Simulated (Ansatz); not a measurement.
# C₂H₄FNO: up Jacob's ladder to CCSD(T)

One table from this session's results is given with a row withheld; the runs are named, their logs left out.

The runs use Ansatz 0.2.0, Gaussian basis; functionals in def2-TZVPP, the program's frozen cores in correlated methods.

Plan: LDA (SPW92), PBE-D4, revPBE-D4, BLYP-D4, r2SCAN-D4, B97M-V, PBE0-D4, B3LYP-D4, r2SCANh-D4, r2SCAN0-D4, HSE06-D4, BHLYP-D4, CAM-B3LYP-D4, LC-ωPBE, ωB97X-V, ωB97M-V, B2PLYP, PBE-QIDH; CCSD(T)/def2-SVP; CCSD(T)/def2-TZVPP; MP2/def2-QZVPP; extrapolation to the limit; RPA on PBE.

### The geometry

All runs share one geometry, relaxed beforehand with PBE0-D4 in a triple-zeta def2 set.

SMILES `N=COCF`, 9 atoms, charge 0, spin multiplicity 1.

Atoms are counted from 1 here; the program's logs count them from 0.

Bond lengths: N1–C2 1.258 Å, N1–H6 1.017 Å, C2–O3 1.349 Å, C2–H7 1.088 Å, O3–C4 1.397 Å, C4–F5 1.350 Å, C4–H8 1.096 Å, C4–H9 1.096 Å. Angles: C2–N1–H6 114.4°, N1–C2–O3 130.3°, N1–C2–H7 120.7°, O3–C2–H7 109.0°, C2–O3–C4 117.2°, O3–C4–F5 106.3°, O3–C4–H8 110.6°, O3–C4–H9 110.6°, F5–C4–H8 108.9°, F5–C4–H9 108.9°, H8–C4–H9 111.4°.

Coordinates:

```xyz
9
charge 0, multiplicity 1
N     0.1811    0.8936   -1.5162
C     0.9817    0.2510   -0.7896
O     0.7700   -0.4142    0.3643
C    -0.5319   -0.4171    0.8710
F    -0.4920   -1.1365    2.0124
H    -0.7761    0.9107   -1.1741
H     2.0321    0.1672   -1.0601
H    -1.2190   -0.9042    0.1690
H    -0.8574    0.6032    1.1064
```

Set-up of the first run:

Input file in.yaml:

```yaml
crystal:
  periodic: [false, false, false]
  atoms:
    - {symbol: N, position_ang: [0.181146, 0.893629, -1.516241]}
    - {symbol: C, position_ang: [0.981695, 0.250981, -0.789632]}
    - {symbol: O, position_ang: [0.769957, -0.414205, 0.364291]}
    - {symbol: C, position_ang: [-0.531917, -0.417064, 0.870987]}
    - {symbol: F, position_ang: [-0.491998, -1.136458, 2.012366]}
    - {symbol: H, position_ang: [-0.776107, 0.910733, -1.174148]}
    - {symbol: H, position_ang: [2.032066, 0.167154, -1.060118]}
    - {symbol: H, position_ang: [-1.219006, -0.904234, 0.168966]}
    - {symbol: H, position_ang: [-0.857436, 0.603163, 1.106431]}
basis:
  gaussian: {orbitals: def2-TZVPP}
hamiltonian: {xc: lda}
output: {orbitals: {seedname: orbitals}}
```

Launch:

```
> ansatz run in.yaml --threads 2 --pin off --events-out ev --progress --plain --max-ram 4352MiB
```

Among the steps run: LDA; PBE-D4 (GGA); revPBE-D4 (GGA); BLYP-D4 (GGA); r2SCAN-D4 (meta-GGA); B97M-V (meta-GGA); B3LYP-D4 (hybrid); r2SCANh-D4 (hybrid); r2SCAN0-D4 (hybrid); HSE06-D4 (hybrid); BHLYP-D4 (hybrid); CAM-B3LYP-D4 (range-separated); LC-ωPBE (range-separated); ωB97X-V (range-separated); ωB97M-V (range-separated); B2PLYP (double hybrid); PBE-QIDH (double hybrid).

One table of the session follows, with a row left open; its other results are not shown here.

It belongs to the step «Frontier levels by functional». 

```
  functional  HOMO (eV)  gap (eV)
 LDA (SPW92)      -6.92      5.71
      PBE-D4      -6.78      5.85
   revPBE-D4      -6.72      5.89
     BLYP-D4      -6.69      5.85
   r2SCAN-D4      -7.15      6.46
      B97M-V      -7.34      6.75
     PBE0-D4      -8.42      8.60
    B3LYP-D4      -8.16      8.04
  r2SCANh-D4      -7.76      7.47
  r2SCAN0-D4      -8.67      9.00
    HSE06-D4      -8.00      7.80
    BHLYP-D4      -9.80     11.17
CAM-B3LYP-D4      -9.90     11.26
     LC-ωPBE     -11.27     13.91
     ωB97X-V          ?         ?
     ωB97M-V     -10.82     13.24
```

Estimate the missing values for ωB97X-V.

As computed: HOMO (eV): -10.90; gap (eV): 13.47. In the column «HOMO (eV)» it lies between LC-ωPBE (-11.27) and ωB97M-V (-10.82).
